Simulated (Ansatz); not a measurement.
## Which isomer of CH2FS− gives these data?

These gas-phase data were calculated for one isomer of CH2FS− at B3LYP-D3(BJ)/def2-SVPD (harmonic, unscaled wavenumbers; equilibrium rotational constants with average atomic masses):

- rotational constants: 42.53, 5.334, 4.89 GHz
- all wavenumbers above 1500 cm⁻¹: 3032, 2985

Candidates:

(1) `FC[S-]`, a singlet
(2) `F[CH-]S`, a singlet

**Question.** Which candidate do the data belong to?

**Answer.** Candidate (1). 2 modes lie between 2750 and 3290 cm⁻¹, one for each C–H bond, while (2) has 1.

The same quantities for all candidates:

```
     rotational constants (GHz)  wavenumbers above 1500 cm⁻¹  E above the lowest, B3LYP-D3(BJ)/def2-SVPD (kcal/mol)
(1)          42.53, 5.334, 4.89                   3032, 2985                                                    0.0
(2)         40.16, 5.488, 5.054                   2982, 2144                                                   46.4
```

Each candidate is one conformer. Programs: Ansatz 0.2.0.
